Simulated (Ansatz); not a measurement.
Geometry optimisation, Ansatz 0.2.0, RKS B3LYP-D4/def2-SVP.

Input:

```yaml
crystal:
  periodic: [false, false, false]
  atoms:
    - { symbol: Al, position_ang: [0.06549, 0.574718, -0.310402] }
    - { symbol: H, position_ang: [0.009963, -0.277663, 2.315861] }
    - { symbol: "N", position_ang: [1.643653, 0.060776, -0.935436] }
    - { symbol: H, position_ang: [1.77666, -0.775295, -1.497354] }
    - { symbol: H, position_ang: [2.53641, 0.526099, -0.802309] }
    - { symbol: H, position_ang: [-1.23105, -0.247599, -0.636129] }
    - { symbol: O, position_ang: [-0.124427, 2.037182, 0.634105] }
    - { symbol: H, position_ang: [0.581493, 2.652659, 0.853907] }
    - { symbol: H, position_ang: [-0.070893, 0.417125, 2.145457] }
basis:
  gaussian: { orbitals: def2-SVP }
hamiltonian:
  xc: b3lyp
  dispersion: d4
relax:
  f_tol: 0.03
  max_steps: 50
```

Command:

```bash
$ ansatz run input.yaml --threads 1 --pin off --max-ram 2048MiB --backend cpu --events-out ev --progress --plain --runs-dir out
```

Problem. Where does it end, and by what steps?

Solution. The run converged. The force dipped under the threshold on the way, but the program's further checks kept it going. After 18 steps the energy has fallen by 0.100 eV; H2 moved furthest, 1.10 Å.

| step | energy less start (eV) | largest force component (eV/Å) | accepted |
| --- | --- | --- | --- |
| 0 | 0.0000 | 1.747 | yes |
| 1 | -0.0734 | 0.508 | yes |
| 2 | -0.0813 | 0.245 | yes |
| 3 | -0.0849 | 0.155 | yes |
| 4 | -0.0882 | 0.098 | yes |
| 5 | -0.0871 | 0.301 | no |
| 6 | -0.0888 | 0.071 | yes |
| 7 | -0.0897 | 0.064 | yes |
| 8 | -0.0910 | 0.253 | yes |
| 9 | -0.0932 | 0.100 | yes |
| 10 | -0.0953 | 0.150 | yes |
| 11 | -0.0970 | 0.112 | yes |
| 12 | -0.0980 | 0.090 | yes |
| 13 | -0.0968 | 0.298 | no |
| 14 | -0.0992 | 0.055 | yes |
| 15 | -0.0994 | 0.099 | yes |
| 16 | -0.0997 | 0.037 | yes |
| 17 | -0.0998 | 0.015 | yes |
| 18 | -0.0998 | 0.014 | yes |

```xyz
9
Properties=species:S:1:pos:R:3
Al 0.110 0.540 -0.605
H -0.157 0.077 3.339
N 1.710 0.108 -1.236
H 1.857 -0.604 -1.945
H 2.603 0.506 -0.962
H -1.182 -0.166 -1.151
O -0.100 1.731 0.604
H 0.567 2.281 1.022
H -0.219 0.494 2.703
```

Time of the run: 50 s on 1 thread of Arm Neoverse V1 (shared host), peak memory 0.16 GiB.
